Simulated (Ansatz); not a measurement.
**Elastic constant C12 of some elemental metals**

Method: PBE-D3(BJ) (plane waves, PAW; Ansatz, a program for electronic structure). References are measured values at low temperature. The table is a random draw of 8 from 9 solids with such references.

Values in GPa.

```
solid   reference  PBE-D3(BJ)  error (%)
------  ---------  ----------  ---------
bcc Mo       160¶         171       +6.9
fcc Al       61.9        70.1      +13.2
hcp Zr       67.2        67.5       +0.4
hcp Mg      25.9¶        26.6       +2.7
bcc Ta       158¶         167       +5.7
fcc Cu       125¶         145      +16.0
hcp Zn      34.8¶        46.0        +32
bcc W        205¶         207       +1.0
```

Over these 8 solids the mean error is +9.8 %, the mean absolute error 9.8 % (median 6.3 %), and the worst case hcp Zn at +32 %; the value is too high in 8 of 8 cases. Over all 9, from unrounded values, the mean error is +9.0 % and the mean absolute error 9.0 % (median 5.7 %). Caveats on values not shown: the dispersion coefficients are held fixed in the derivatives (1).

All these references are low-temperature values that still hold zero-point motion.

Spin–orbit coupling is left out, also for the solids with elements from indium on (bcc Ta, bcc W); its size isn't shown.

¶ marks references of a special kind: bcc Mo, 160 GPa (measured, 0 K, 300 K values taken to 0 K by the source's computed thermal shift; zero-point effects included; as tabulated in Gong and Corso (2024), arXiv:2406.16634); hcp Mg, 25.9 GPa (measured, 0 K, extrapolated to 0 K; zero-point effects included; as tabulated in Ibrahim et al. (2023), arXiv:2305.03577); bcc Ta, 158 GPa (measured, 0 K, extrapolated to 0 K; zero-point effects included; as tabulated in Wang et al. (2022), arXiv:2209.12322); fcc Cu, 125 GPa (measured, 0 K, extrapolated to 0 K; zero-point effects included; as tabulated in Malica and Corso (2021), arXiv:2109.00459); hcp Zn, 34.8 GPa (measured, 0 K, extrapolated to 0 K; zero-point effects included; as tabulated in Galib et al. (2023), arXiv:2209.08184); bcc W, 205 GPa (measured, 0 K, extrapolated to 0 K; zero-point effects included; as tabulated in Wang et al. (2022), arXiv:2209.12322).

Differences are worked out from the printed values.

Each level is taken at its own relaxed cell. Caveats: shear constants of such metals converge slowly with the k mesh (bcc Mo, bcc Ta, bcc W); the dispersion coefficients are held fixed in the derivatives (bcc Mo, fcc Al, hcp Zr, hcp Mg, bcc Ta, fcc Cu and 2 more). Ansatz's density-functional and Hartree–Fock values are scalar-relativistic unless marked +SOC, with PAW data made under PBE.

Ansatz's runs of these crystals have no spin polarisation.

Not in this set, of the elemental metals with a reference value in our tables and a result at some level: 12 for no value at PBE-D3(BJ) (not run, a failed fit, an unstable or unbound cell, or a value held back for tests); 12 for a reference at room or unstated temperature; 1 for sources at odds. These can be a level's best or worst cases. Solids without a released value at any level aren't counted. L1₀ solids are left out, as their cells have other axes than the references. Layered and molecular crystals are counted apart. The metals Ce to Yb are counted apart.

References as tabulated in Wang et al. (2022), arXiv:2209.12322; Gong and Corso (2024), arXiv:2406.16634; Li et al. (2021), arXiv:2102.01972; Clouet (2012), arXiv:1210.1082 and others.
